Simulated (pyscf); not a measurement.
Optimised with ωB97X-D3(BJ)/def2-SVP in PySCF.

**Question.** •H₂C–SnH₃ + CH₄ -> H₃C–SnH₃ + CH₃•
Surface: doublet. Broken: C–H. Formed: C–H. Give ΔE‡ and ΔE from ωB97M-D3(BJ)/def2-TZVP, relative to the separated reactants.

**Answer.** ΔE‡ = 17.4 kcal/mol, ΔE = +2.4 kcal/mol. Zero-point energy shifts the barrier by -1.3 kcal/mol. It is a hydrogen abstraction, with an imaginary mode of 1831i cm⁻¹. •H₂C–SnH₃ lies 30.6 kcal/mol over its isomer H₃C–SnH₂• (electronic energy, ωB97M-D3(BJ)/def2-TZVP). This is the saddle that the search found; another between the same sides may lie lower. The angle at the transferred H is 179°. Elements past Kr carry the def2 core potentials, without spin-orbit coupling.
